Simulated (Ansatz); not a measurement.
# C4H6Cl2, SMILES C=C(Cl)CCCl: a ranking of conformers

Program: the Ansatz DFT code, driven from Python.

The cells in order, each with its output:

**Cell 1**
```python
import ansatz as az
from rdkit import Chem
from rdkit.Chem import AllChem
```

**Cell 2**
```python
rd = Chem.AddHs(Chem.MolFromSmiles("C=C(Cl)CCCl"))
ids = list(AllChem.EmbedMultipleConfs(rd, numConfs=20, randomSeed=20, pruneRmsThresh=0.4))
field = [energy for _, energy in AllChem.MMFFOptimizeMoleculeConfs(rd)]
distinct = {round(e, 2): i for i, e in zip(ids, field)}
chosen = sorted(distinct.items())[:3]
found = []
for force_field, index in chosen:
    mol = az.Crystal.molecule()
    for atom, xyz in zip(rd.GetAtoms(), rd.GetConformer(index).GetPositions()):
        mol = mol.atom(atom.GetSymbol(), xyz.round(5).tolist())
    job = mol.calculation()
    job = job.basis(gaussian="def2-SVP")
    job = job.functional("pbe")
    found.append(job.run(threads=1, pin="off").report["free_energy_ev"])
print("conformer   MMFF (kcal/mol)   this level (kcal/mol)")
for (force_field, index), e in zip(chosen, found):
    print(f"{index:9d} {force_field - chosen[0][0]:17.2f} {23.060548 * (e - min(found)):17.3f}")
```
Output:
```text
conformer   MMFF (kcal/mol)   this level (kcal/mol)
        5              0.00             0.055
        8              0.39             0.000
        7              1.37             0.701
```

Notes:
- The settings weren't tested for convergence.
- The conformers keep their force-field geometries.
- Timing: 6.2 s on 1 thread of Intel(R) Xeon(R) 6975P-C (Granite Rapids) (shared host), peak memory 0.29 GiB.
